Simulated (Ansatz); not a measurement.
CH$_{7}$BO, SMILES `[BH3-][OH+]C`, 10 atoms. The species carries charge 0 and has multiplicity 1. All runs use 4 threads of an Arm Neoverse V1 on a shared host. Correlated methods freeze the cores. Open-shell runs search over several starts.

**Question.** How many basis functions does each run have, and how long does it take in Ansatz? RKS r2SCAN0-D4/def2-TZVPP energy; RHF-MP2/def2-QZVPP energy; UHF-CCSD(T)/def2-TZVPP energy of the cation; RKS B3LYP-D4/def2-TZVPP energy and forces; UKS B3LYP-D4/def2-TZVPP energy of the cation; RHF-CCSD(T)/def2-TZVPP energy; RKS BLYP-D4/def2-TZVPP energy; UKS ωB97M-V/def2-TZVPP energy of the cation; RKS PBE0-D4/def2-TZVP relaxation (6 steps); UKS r2SCAN-D4/def2-TZVPP energy of the cation; UHF-MP2/def2-QZVPP energy of the cation; RHF-CCSD(T)/def2-SVP energy. (Estimate.)

**Answer.** Computed: Other jobs shared the machine, so times are rough.

```csv
level,job,functions,wall time,peak host memory (GiB)
RKS BLYP-D4/def2-TZVPP,energy,191,1.1 s,0.18
RHF-CCSD(T)/def2-SVP,energy,77,1.1 s,0.23
RKS B3LYP-D4/def2-TZVPP,energy and forces,191,1.8 s,0.34
RKS r2SCAN0-D4/def2-TZVPP,energy,191,2.2 s,0.36
UKS B3LYP-D4/def2-TZVPP,energy of the cation,191,4.3 s,0.39
UKS r2SCAN-D4/def2-TZVPP,energy of the cation,191,8 s,0.3
RKS PBE0-D4/def2-TZVP,relaxation (6 steps),135,8.5 s,0.22
RHF-MP2/def2-QZVPP,energy,381,9.5 s,1.7
UKS ωB97M-V/def2-TZVPP,energy of the cation,191,22 s,0.73
RHF-CCSD(T)/def2-TZVPP,energy,191,25 s,2.2
UHF-MP2/def2-QZVPP,energy of the cation,381,40 s,1.8
UHF-CCSD(T)/def2-TZVPP,energy of the cation,191,2.2 min,5.6
```

B3LYP here is the variant with VWN-RPA as its local correlation; programs differ in this.
